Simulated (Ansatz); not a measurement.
**The aluminium atom: basis-set convergence**

One table from this session's results is given with a row withheld; the runs are named, their logs left out.

Computed with Ansatz 0.2.0, Gaussian basis. Level: one geometry, several basis sets.

Levels to be run: PBE0/def2-SVP; ωB97M-V/def2-SVP; PBE0/def2-QZVPP; ωB97M-V/def2-QZVPP; CCSD(T)/cc-pV(D+d)Z; CCSD(T)/cc-pV(T+d)Z; CCSD(T)/cc-pV(Q+d)Z; the functionals' def2-TZVPP values are taken from earlier runs.

## The atom

SMILES `[Al]`, 1 atom, charge 0, spin multiplicity 2.

The first run:

in.yaml

```yaml
crystal:
  periodic: [false, false, false]
  atoms:
    - {symbol: Al, position_ang: [0.000000, 0.000000, 0.000000]}
basis:
  gaussian: {orbitals: def2-SVP}
magnetization: {spin_polarized: true, initial_magnetization: 1}
hamiltonian: {xc: pbe0}
output: {orbitals: {seedname: orbitals}}
```

Among the steps run: PBE0 in def2-SVP; ωB97M-V in def2-SVP; PBE0 in def2-QZVPP; ωB97M-V in def2-QZVPP.

One table of the session follows, with a row left open; its other results are not shown here.

It belongs to the step «Functionals by basis». 

| functional | basis | HOMO (eV) | LUMO (eV) |
| --- | --- | --- | --- |
| PBE0 | def2-SVP | -3.84 | -1.93 |
| PBE0 | def2-TZVPP | -3.88 | -1.96 |
| PBE0 | def2-QZVPP | ? | ? |
| ωB97M-V | def2-SVP | -5.11 | -0.02 |
| ωB97M-V | def2-TZVPP | -5.14 | -0.15 |
| ωB97M-V | def2-QZVPP | -5.21 | -0.34 |

Q: Estimate the row for PBE0, def2-QZVPP from the others.

As computed: HOMO (eV): -3.91; LUMO (eV): -2.00. In the column «HOMO (eV)» it lies between ωB97M-V, def2-SVP (-5.11) and PBE0, def2-TZVPP (-3.88).
